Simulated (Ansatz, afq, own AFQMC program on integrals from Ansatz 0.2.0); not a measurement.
**HBr, singlet in cc-pVDZ, levels against full CI**

```xyz
2

Br    0.0000    0.0000    0.0000
H     0.0000    0.0000    4.7140
```

Basis cc-pVDZ. Noble-gas cores (and the filled d shells of Ga–Kr and In–Xe) are frozen. Integrals, coupled cluster, full CI and functionals: Ansatz 0.2.0; the random walks run on the same integrals in our own AFQMC program. ph-AFQMC/CISD is guided by a CISD state made of CCSD amplitudes; releasing the constraint for a short imaginary time cuts its bias at the price of noise, slowly where states lie close. ± is one standard error of the sampling. No spin–orbit coupling.

Determinant: UHF, the one that the program's search chose, which needn't be the lowest solution. The geometry is a point of a scan.

Full CI on the same integrals is exact in this basis and with this determinant's frozen core.

Cautions: no relativity below Rb; no spin-orbit coupling; inner d shell frozen; unrestricted determinant spin contaminated (⟨S²⟩ 1.01 against 0.00); the ph-AFQMC/HF walk drifts between its halves (2.8 errors); the next higher spin lies close (within 5 meV by full CI).

```
T1 diagnostic                               : 0.0047
weight of the determinant in the CISD state : 0.951
⟨S²⟩ of the determinant                     : 1.005
size of the correlated space                : 8 electrons in 18 orbitals
```

| level | correlation energy (eV) |
| --- | --- |
| MP2 | -2.5164 |
| CCSD | -2.9034 |
| CCSD(T) | -2.9263 |

(1) Estimate where phaseless AFQMC with a CISD trial lies against CCSD(T) on the same integrals.

(1) 5.2 ± 0.7 meV below CCSD(T).

Reference: full CI, correlation energy -2.935 eV. The released energy is read at 2.40 1/Eh (meV from the phaseless value at times in 1/Eh: -1.1 ± 0.6 at 0.24, -5 ± 4 at 0.51, -6 ± 3 at 0.99, -3.8 ± 0.7 at 1.62, -4.2 ± 0.6 at 2.40). The cautions show a poor starting determinant, so the rows tell how each method copes with it here, and full CI is the sure value.

```json
{"level": "CCSD(T)", "E − E(reference) (meV)": "8.5", "share of correlation (%)": "99.71"}
{"level": "CCSDT", "E − E(reference) (meV)": "4.2", "share of correlation (%)": "99.86"}
{"level": "CCSDT(Q)", "E − E(reference) (meV)": "0.6", "share of correlation (%)": "99.98"}
{"level": "CCSDTQ", "E − E(reference) (meV)": "0.1", "share of correlation (%)": "100.00"}
{"level": "ph-AFQMC/HF", "E − E(reference) (meV)": "54.1 ± 15.3", "share of correlation (%)": "98.16"}
{"level": "ph-AFQMC/CISD", "E − E(reference) (meV)": "3.3 ± 0.7", "share of correlation (%)": "99.89"}
{"level": "released AFQMC", "E − E(reference) (meV)": "-0.9 ± 0.6", "share of correlation (%)": "100.03"}
```

CCSDT and higher add their correlation energy to the determinant of the CCSD(T) run, since their own runs factorise the integrals more tightly (a shift of under 2 meV). A walk keeps the symmetry of its determinant, which the program's search chose and which needn't be the lowest solution, so a lower state of the same spin and another symmetry isn't excluded. Released energies are given only where the last usable release times agree within the noise; a slower fall can still hide under it.
